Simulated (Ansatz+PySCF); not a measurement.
**singlet NH₃: levels of theory in one basis**

```xyz
4

N     0.0000    0.0000    0.1216
H     0.9358    0.0000   -0.2837
H    -0.4679    0.8105   -0.2837
H    -0.4679   -0.8105   -0.2837
```

Basis set: 6-31G (spherical functions). Left uncorrelated: 1 orbital. Charge 0, multiplicity 1.

Computed with Ansatz (development build ahead of 0.2.0); each method stands on the lowest determinant of its kind that the runs found.

```
                            method  E − E(RHF) (eV)  <S²> of the determinant
                               RHF             0.00                     0.00
                          RHF-CCSD            -3.53                        –
                       RHF-CCSD(T)            -3.57                        –
full CI (lowest root of this spin)            -3.58                        –
```

(1) What does RHF-MP2 give on the same scale?

(2) Is a single determinant a sound starting point here?

Results:

(1) -3.17 eV.

(2) By this sign, yes. Unrestricted orbitals gain 0.00 eV and <S²> is 0.00 against 0.00 for a pure state.
